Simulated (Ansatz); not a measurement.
Cartesian coordinates in Å:
```
C 0.177 -0.547 -0.076
N -0.177 0.547 0.076
```

Charge 0, multiplicity 2.

List the r2SCAN/def2-TZVPP orbital energies in eV (Ansatz). (An estimate is asked.)

The calculation gave: α occupied: -387.06, -276.28, -25.18, -12.97, -10.20, -9.93, -9.93. α empty: -1.17, -1.17, 3.98, 5.46, 6.61, 6.61, 9.42, 12.35. β occupied: -386.95, -275.78, -24.65, -11.06, -9.70, -9.70. β empty: -7.06, -0.33, -0.33, 4.33, 5.74, 6.81, 6.81, 9.71. ⟨S²⟩ = 0.764.
